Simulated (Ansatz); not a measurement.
# One shape, several levels: doublet C2H4O+

Wanted: a comparison of 6 runs (UHF/def2-SVPD, U-revPBE/def2-SVPD, U-wB97M-V/def2-SVPD, UB3LYP/def2-SVPD, UHSE06/def2-SVPD, UCCSD(T)/def2-SVPD) of doublet C2H4O+. 

Program for the calculation: Ansatz 0.2.0.

51 further runs of the same task are left out: 51 set aside as unsound or not needed.

### Step 1. The system as given

C2H4O+ has 7 atoms, charge +1, and is taken as a doublet. As SMILES of the parent species, `C1CO1`. The shape is that of a PBE0-D4/def2-TZVP optimisation. That shape belongs to the parent species and isn't relaxed for this state.

Bond lengths: C1–C2 1.458 Å, C1–O3 1.416 Å, C2–O3 1.416 Å, C1–H4 1.087 Å, C1–H5 1.087 Å, C2–H6 1.087 Å, C2–H7 1.087 Å. Some angles: C1–C2–O3 59.0°, C2–C1–O3 59.0°, C1–O3–C2 62.0°, C1–C2–H6 119.5°, C1–C2–H7 119.5°, O3–C2–H6 115.3°, O3–C2–H7 115.3°, C2–C1–H4 119.5°, C2–C1–H5 119.5°, O3–C1–H4 115.3°.

### Step 2. The energy at UHF/def2-SVPD (run 1)

job.yaml

```yaml
crystal:
  periodic: [false, false, false]
  atoms:
    - symbol: C
      position_ang: [-0.604500, -0.272900, -0.303700]
    - symbol: C
      position_ang: [0.650000, 0.164200, 0.297000]
    - symbol: O
      position_ang: [-0.339900, 1.100600, -0.086300]
    - symbol: H
      position_ang: [-0.619200, -0.584700, -1.344900]
    - symbol: H
      position_ang: [-1.378400, -0.703100, 0.326900]
    - symbol: H
      position_ang: [0.797000, 0.054800, 1.368500]
    - symbol: H
      position_ang: [1.556200, 0.173200, -0.303300]
basis:
  gaussian:
    orbitals: def2-SVPD
total_charge: 1
magnetization:
  spin_polarized: true
  initial_magnetization: 1
hamiltonian:
  xc: hf
accuracy: high
output: {orbitals: {seedname: orbitals}}
```

Started as:

```bash
$ ansatz run job.yaml --threads 1 --pin off --max-ram 3480MiB --events-out events.jsonl --progress --plain --runs-dir runs
```

Log:

```text
Warning: RAYON_NUM_THREADS=1 ignored (pool sized by the plan → 1); use --threads N
Functional definition: HF
  name "HF"
  exchange = exact_x
  correlation = 0
1927 factors; integrals over basis functions are off by at most 3.1e-9 eV
mean field evaluation 1: about -4143.7385 eV, gradient 2.3e1 eV
mean field evaluation 2: about -4143.7418 eV, gradient 2.3e1 eV
mean field evaluation 4: about -4147.1735 eV, gradient 4.0e0 eV
mean field evaluation 8: about -4147.4942 eV, gradient 2.1e-1 eV
mean field evaluation 16: about -4145.8164 eV, gradient 4.3e0 eV
mean field evaluation 32: about -4142.8900 eV, gradient 3.0e0 eV
mean field -4147.49502146 eV, -152.4176307655 hartree, gradient 2.5e-8 eV, S^2 0.762603; 0 other end points of the search recorded, 0 dependent functions left out
reference -4147.49502146 eV, -152.4176307655 hartree; 12, 11 occupied and 83, 84 virtual orbitals, 1927 factors
Total energy: -4147.49502146 eV, -152.4176307655 hartree
```

Run time: 3.9 s. Hardware: 1 thread of Arm Neoverse V1, shared host; peak memory 0.26 GiB.

### Step 3. The energy at U-revPBE/def2-SVPD (run 2)

molecule.yaml

```yaml
crystal:
  periodic: [false, false, false]
  atoms:
    - symbol: C
      position_ang: [-0.604500, -0.272900, -0.303700]
    - symbol: C
      position_ang: [0.650000, 0.164200, 0.297000]
    - symbol: O
      position_ang: [-0.339900, 1.100600, -0.086300]
    - symbol: H
      position_ang: [-0.619200, -0.584700, -1.344900]
    - symbol: H
      position_ang: [-1.378400, -0.703100, 0.326900]
    - symbol: H
      position_ang: [0.797000, 0.054800, 1.368500]
    - symbol: H
      position_ang: [1.556200, 0.173200, -0.303300]
basis:
  gaussian:
    orbitals: def2-SVPD
accuracy: high
magnetization:
  spin_polarized: true
  initial_magnetization: 1
output: {orbitals: {seedname: orbitals}}
hamiltonian:
  xc: {name: revPBE}
total_charge: 1
```

Started as:

```bash
$ ansatz run molecule.yaml --threads 1 --pin off --max-ram 3480MiB --events-out events.jsonl --progress --plain --runs-dir runs
```

Log:

```text
Warning: RAYON_NUM_THREADS=1 ignored (pool sized by the plan → 1); use --threads N
Functional definition: revPBE
  name "revPBE"
  parameter kappa = 1.245
  parameter beta = 0.06672455060314922
  exchange = pbe_x(kappa = kappa, mu = beta*pi^2/3)
  correlation = pbe_c(beta = beta)
1927 factors; integrals over basis functions are off by at most 3.1e-9 eV
mean field evaluation 1: about -4162.3861 eV, gradient 4.1e1 eV
mean field evaluation 2: about -4154.9771 eV, gradient 5.8e1 eV
mean field evaluation 4: about -4170.2989 eV, gradient 4.6e0 eV
mean field evaluation 8: about -4170.3790 eV, gradient 2.3e-2 eV
mean field evaluation 16: about -4170.3790 eV, gradient 6.0e-6 eV
mean field -4170.37899051 eV, -153.2586011170 hartree, gradient 4.6e-8 eV, S^2 0.752479; 1 other end points of the search recorded, 0 dependent functions left out
reference -4170.37899512 eV, -153.2586012862 hartree; 12, 11 occupied and 83, 84 virtual orbitals, 1927 factors
Total energy: -4170.37899512 eV, -153.2586012862 hartree
```

It took 7.5 s on 1 thread of Arm Neoverse V1, shared host; peak memory 0.27 GiB.

Runs 3 to 5 aren't shown in full; the table further down has their settings and results.

### Step 4. A single-point energy at UCCSD(T)/def2-SVPD (run 6)

job.yaml, as its differences from that of step 2:

```diff
@@ -18,11 +18,7 @@
 basis:
-  gaussian:
-    orbitals: def2-SVPD
+  gaussian: {orbitals: def2-SVPD}
 total_charge: 1
-magnetization:
-  spin_polarized: true
-  initial_magnetization: 1
-hamiltonian:
-  xc: hf
+magnetization: {spin_polarized: true, initial_magnetization: 1}
+correlation: {method: ccsd_t, frozen_orbitals: {C: 1, H: 0, O: 1}}
 accuracy: high
-output: {orbitals: {seedname: orbitals}}
+scf: {omitted_lower_state_checks: [cluster_reference, increment]}
```

Started as:

```bash
$ ansatz run job.yaml --threads 1 --pin off --max-ram 3480MiB --events-out events.jsonl --progress --plain --runs-dir runs
```

Log:

```text
Warning: RAYON_NUM_THREADS=1 ignored (pool sized by the plan → 1); use --threads N
[... 13 lines left out ...]
3 core orbitals not correlated: weight in the atoms' cores, before any rotation towards them, 1.000 or more for the frozen orbitals, at most 0.000 for the correlated occupied ones
[... 30 lines left out ...]
Total energy: -4160.42224786 eV, -152.8926975735 hartree
Checks for a lower state left out: cluster_reference, increment
```

Run time: 65 s. Hardware: 1 thread of Arm Neoverse V1, shared host; peak memory 1.3 GiB.

### Step 5. Overview of the runs

```csv
run,level,frozen core orbitals,energy (Eh),HOMO energy (eV),LUMO energy (eV),⟨S²⟩,wall time
1,UHF/def2-SVPD,–,-152.417631,-20.83,-6.67,0.763,3.9 s
2,U-revPBE/def2-SVPD,–,-153.258601,-15.78,-14.62,0.752,7.5 s
3,U-wB97M-V/def2-SVPD,–,-153.220848,-19.68,-10.93,0.754,77 s
4,UB3LYP/def2-SVPD,–,-153.292968,-17.07,-13.63,0.754,9.9 s
5,UHSE06/def2-SVPD,–,-153.111958,-16.91,-13.60,0.754,10 s
6,UCCSD(T)/def2-SVPD,3,-152.892698,–,–,0.763,65 s
```

### Step 6. Results

```
                                          quantity          value
                               run 6: total energy  -152.89270 Eh
run 6: correlation energy (3 core orbitals frozen)     -475.1 mEh
                             run 6: (T) correction     -14.99 mEh
          run 6: ⟨S²⟩ of the reference determinant          0.763
                              run 6: T1 diagnostic          0.024
```

Totals of different functionals can't be ranked against each other. All runs together took 2.9 min, the longest 77 s.
